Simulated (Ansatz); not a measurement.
# What a trial cell of Bi relaxes into

Theory: DFT r2SCAN, scalar-relativistic, plane waves, PAW (Ansatz). Cutoff 500 eV, Γ-centred k mesh, Gaussian smearing, no spin polarisation in the final step.

Bi was placed on the beta-tungsten (A15) structure type (Pm-3n, No. 223), at a guessed volume.

```xyz
8
Lattice="6.5291 0.0000 0.0000 0.0000 6.5291 0.0000 0.0000 0.0000 6.5291" Properties=species:S:1:pos:R:3 pbc="T T T"
Bi    3.2645    3.2645    3.2645
Bi    0.0000    0.0000    0.0000
Bi    1.6323    0.0000    3.2645
Bi    3.2645    1.6323    0.0000
Bi    3.2645    4.8968    0.0000
Bi    4.8968    0.0000    3.2645
Bi    0.0000    3.2645    4.8968
Bi    0.0000    3.2645    1.6323
```

Cell and atoms relax at zero pressure; the relaxation can't lower the symmetry of the start.

Energies count from the standard state of Bi at the same level.

(1) What does it relax into?

(2) What are its volume, energy, density and gap?

Results:

(1) It keeps Pm-3n (No. 223). The result has the beta-tungsten (A15) structure. Conventional cell: a = 6.351 Å. Bi on Wyckoff site a (2 atoms of the primitive cell) has 12 Bi at 3.55 Å; Bi on Wyckoff site c (6 atoms of the primitive cell) is coordinated by 2 Bi at 3.18 Å, 4 Bi at 3.55 Å and 8 Bi at 3.89 Å.

```
Bi
1.0
     6.35125    0.00000    0.00000
     0.00000    6.35125    0.00000
     0.00000    0.00000    6.35125
Bi
8
Direct
  0.50000 0.50000 0.50000
  0.00000 0.00000 0.00000
  0.25000 0.00000 0.50000
  0.50000 0.25000 0.00000
  0.50000 0.75000 0.00000
  0.75000 0.00000 0.50000
  0.00000 0.50000 0.75000
  0.00000 0.50000 0.25000
```

(2) The volume per atom is 32.02 Å³ and the density is 10.84 g/cm³. The energy over the standard structure is 0.39 eV/atom and the gap on the 6×6×6 mesh is 0 eV (a metal).

The final run used a 6×6×6 mesh on its 8-atom cell and 0.10 eV smearing. The k mesh leaves about 4 meV/atom of noise in metals. Spin–orbit coupling is left out. Symmetry constrained the relaxation, so the result can be a saddle point. The steps took about 6 core-minutes in all.